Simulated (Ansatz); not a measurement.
input.yaml (Ansatz)

```yaml
crystal:
  lattice:
    - [-2.3789385306, 2.3789385306, 2.3789385306]
    - [2.3789385306, -2.3789385306, 2.3789385306]
    - [2.3789385306, 2.3789385306, -2.3789385306]
  atoms:
    - { symbol: Ba, position: [0.0, 0.0, 0.0] }
hamiltonian:
  xc: lda
  pseudopotentials:
    kind: paw
    azcp:
      Ba: "pseudopotentials/Ba.paw.azcp"
basis:
  ecutwfc: 420
  fft_grid_basis: typed
kpoints:
  mp_grid: { grid: [9, 9, 9], shift: [0, 0, 0] }
magnetization:
  spin_polarized: false
scf:
  occupations: { method: gaussian, width: 0.2 }
  lower_state_search: "off"
output:
  stress: true
```

Terminal output

```
Warning: the record states the generating functional pbe (its physics header spells it `PBE`), which answers neither for hamiltonian.xc's functional nor for the lda family's — results may be inconsistent (PPs are generated against a specific XC)
Engine: ansatz 0.2.0, aarch64-unknown-linux-gnu
Pseudopotentials: kind: paw
Pseudopotential: Ba, paw, valence charge 10, recommended cutoff 420 eV (normal) 
Functional definition: SPW92
  exchange = slater_x
  correlation = pw_c
Crystal: 1 atoms, lattice volume = 53.853 Å³
Basis set: ecut = 420 eV, 1055 PW (Γ)
Bands: 9, of which v1, the nominal top of the filled ones, is band 5 counted from 1 (4 counted from 0)
Symmetry: 48 space group operations
Space group: Im-3m (ITA 229), of the structure as read, at distance tolerance 3.8e-5 Å
k-points: 35 of 729
Non-local potential: Ba, projectors of the file, l = 0: 3, l = 1: 2, l = 2: 2, l = 3: 2
PAW form: soft (Blöchl's): semilocal exchange-correlation on the pseudo side does not see the compensation charge
PAW frozen core: Ba, regenerated for the run's functional, and the local potential with it (the file was generated under x = pbe(κ = 0.804, μ = 0.2195149727645171), c = pbe(β = 0.06672455060314922))
PAW one-centre angular grid: Ba, 194 points (default); XC on 64 Gauss nodes
Initial density: superposition of atomic densities (neutral atoms: chi_scale 0, normalization atom), corrected by the library's trained network
Initial wavefunctions: pseudopotential atomic-orbital guess
Functional: x = slater, c = lda
SCF iter   1: F=—  HF=-5779.593996 eV  |F-HF|=—  |Δ(HF+E_count)|=         —  Δρ=3.42e-3  dr2=3.31e-3  ethr=1.77e-3  ⟨swp⟩=7.0  Hψ=2896  notcnv=0
SCF iter   2: F=—  HF=-5779.593469 eV  |F-HF|=—  |Δ(HF+E_count)|=   5.27e-4  Δρ=1.89e-3  dr2=1.11e-3  ethr=3.31e-5  ⟨swp⟩=2.0  Hψ=710  notcnv=0
SCF iter   3: F=—  HF=-5779.593363 eV  |F-HF|=—  |Δ(HF+E_count)|=   1.06e-4  Δρ=2.81e-4  dr2=4.32e-5  ethr=1.11e-5  ⟨swp⟩=1.8  Hψ=462  notcnv=0
SCF iter   4: F=—  HF=-5779.593371 eV  |F-HF|=—  |Δ(HF+E_count)|=   8.23e-6  Δρ=5.52e-5  dr2=1.78e-6  ethr=4.32e-7  ⟨swp⟩=1.3  Hψ=335  notcnv=0
iter 5 did not close the SCF: its close was put off for the readings that it lacked (scf_convergence_deferred on its scf_iter line)
SCF iter   5: F=-5779.593372 eV  HF=-5779.593372 eV  |F-HF|=5.29e-9  |Δ(HF+E_count)|=   6.10e-7  Δρ=7.02e-6  dr2=2.34e-8  ethr=1.78e-8  ⟨swp⟩=2.3  Hψ=472  notcnv=0
SCF iter   6: F=-5779.593372 eV  HF=-5779.593372 eV  |F-HF|=1.15e-9  |Δ(HF+E_count)|=  6.95e-10  Δρ=1.48e-6  dr2=2.08e-9  ethr=2.34e-10  ⟨swp⟩=3.0  Hψ=1149  notcnv=0
SCF 1 converged in 6 iterations: F = -5779.593372 eV  dr2 = 2.08e-9
SCF converged after 6 iterations
Free energy (F): -5779.593372 eV
Harris-Foulkes:  -5779.593372 eV  (|F-HF|=1.15e-9)
Internal energy: -5779.568221 eV  (E = F + TS)
E sigma→0 (E₀):  -5779.580797 eV
Entropy (-TS):   -0.025151 eV (-25.151 meV/atom)
Fermi energy:    6.865978 eV
--- Per-component energies (eV) ---
  E_band       = -72.616214
  E_kinetic    = 167.625810
  E_local      = -339.831780  (includes V_loc(G=0)·N_el)
  E_nonlocal   = 60.437275
  E_hartree    = 106.109485
  E_xc         = -165.693394
  E_vxc        = -134.342681  (∫ρ·V_xc dr)
  E_paw        = -5057.793786  (= ΣΔE_a)
  E_vpaw       = -38.723007  (= ΣTr[D̂ρ^β])
  E_aug_tail   = -0.000002  (compensation charges beyond the density's cutoff)
  E_ewald      = -550.704346
  E_core_change = 0.282516  (= ΣΔE_core)
  E_smearing   = -0.025151  (= −TS)
  E_closure    = 0.000000  (closes the sum)
  Σ components = -5779.593372   (vs F -5779.593372, Δ=0.00e0)
--- Stress (GPa, compression-positive) ---
       -0.033095      -0.000000      -0.000000
        0.000000      -0.033095       0.000000
        0.000000       0.000000      -0.033095
  P = ⅓ Tr σ = -0.0331 GPa (-0.331 kbar)
```

Launched by

```sh
ansatz run input.yaml --threads 2 --pin off --max-ram 5120MiB --backend cpu --events-out ev --progress --plain --runs-dir out
```

On 2 threads of Arm Neoverse V1 (shared host) this took about 0.73 s of wall time and 1.2 s of CPU time, with 0.28 GiB at the peak.
